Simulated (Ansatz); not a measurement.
# PH− (doublet): the correlation ladder, aug-cc-pVDZ

One table from this session's results is given with a row withheld; the runs are named, their logs left out.

The runs use Ansatz 0.2.0, Gaussian basis; aug-cc-pVDZ, core rule «outside noble gas», up to 5 orbitals frozen.

Plan: UHF; CCSD(T) on ROHF; CCSD(T) on UHF; BCCD(T) on ROHF; CISD as a restricted active space (open shells left free, so some higher excitations enter); CCSDT(Q) on ROHF; CCSDT(Q) on UHF; CASSCF and MRCISD+Q, 7 electrons in 5 orbitals; CASSCF and NEVPT2, 7 electrons in 5 orbitals.

13 further runs of the same task are left out: 8 that didn't finish, 5 set aside as unsound or not needed. Runs told in other sessions of the task aren't counted.

### What is computed

The geometry is a PBE0/def2-TZVPD stationary point (not a proven minimum) of the parent state, kept for this charge and spin.

2 atoms, charge -1, spin multiplicity 2.

Atoms are counted from 1 here; the program's logs count them from 0.

Bond lengths: P1–H2 1.559 Å.

Set-up of the first run:

Contents of in.yaml:

```yaml
crystal:
  periodic: [false, false, false]
  atoms:
    - {symbol: P, position_ang: [0.000000, 0.000000, 0.000000]}
    - {symbol: H, position_ang: [0.000000, 0.000000, 1.558600]}
basis:
  gaussian: {orbitals: aug-cc-pVDZ}
total_charge: -1
magnetization: {spin_polarized: true, initial_magnetization: 1}
hamiltonian: {xc: hf}
output: {orbitals: {seedname: orbitals}}
```

Launch:

```bash
$ ansatz run in.yaml --threads 1 --pin off --events-out ev --progress --plain --max-ram 2393MiB
```

Steps of the session up to this table: UHF; CCSD(T) on ROHF; CCSD(T) on UHF; BCCD(T) on ROHF; CISD as a restricted active space (open shells left free, so some higher excitations enter); CCSDT(Q) on ROHF; CCSDT(Q) on UHF; CASSCF and MRCISD+Q, 7 electrons in 5 orbitals; CASSCF and NEVPT2, 7 electrons in 5 orbitals.

One table of the session follows, with a row left open; its other results are not shown here.

It belongs to the step «Misses and costs». 

```
          method  from UCCSDT(Q) (meV)
            ROHF               +4145.1
             UHF               +4032.9
            RMP2                +785.6
            UMP2                +803.2
            CISD                +378.3
           RCCSD                +174.0
           UCCSD                +170.5
        RCCSD(T)                 +33.7
        UCCSD(T)                     ?
         BCCD(T)                 +34.0
          RCCSDT                  +9.1
          UCCSDT                  +8.7
       RCCSDT(Q)                  +0.4
       UCCSDT(Q)                     0
  CASSCF valence               +3619.8
  NEVPT2 valence                +999.4
  MRCISD valence                +301.7
MRCISD+Q valence                 +16.7
```

Q: Estimate the row for UCCSD(T) from the others.

As computed: from UCCSDT(Q) (meV): +33.9. In the column «from UCCSDT(Q) (meV)» it lies between RCCSD(T) (+33.7) and BCCD(T) (+34.0).

To keep in mind: Restricted and unrestricted rows rest on different reference determinants; a gap between their highest levels can come from leftover correlation error, from unlike frozen cores or from another state.
